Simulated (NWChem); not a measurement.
**Correlation energy of silicon monoxide (OSi)**

```xyz
2

Si     0.0000     0.0000     0.5539
O      0.0000     0.0000    -0.9694
```
Charge 0, spin multiplicity 1.

The numbers come from NWChem runs, not from measurements. The geometry was optimised at PBE0/def2-SVP, a minimum by its harmonic frequencies.

Basis set: def2-TZVP. Each correlation energy counts from its own Hartree-Fock reference.

The correlated methods keep 6 core orbitals frozen. Coupled-cluster values serve here as a point of comparison, not as the truth.

Task: Order these methods by the correlation energy they give, lowest first: SCS-MP2, CR-CCSD(T), CCSD(T), CR-CCSD[T], MP2, CCSD.

Result: CCSD(T) (-354.7 mHa), CR-CCSD[T] (-352.8 mHa), CR-CCSD(T) (-351.1 mHa), CCSD (-337.0 mHa), MP2 (-335.2 mHa), SCS-MP2 (-328.8 mHa)
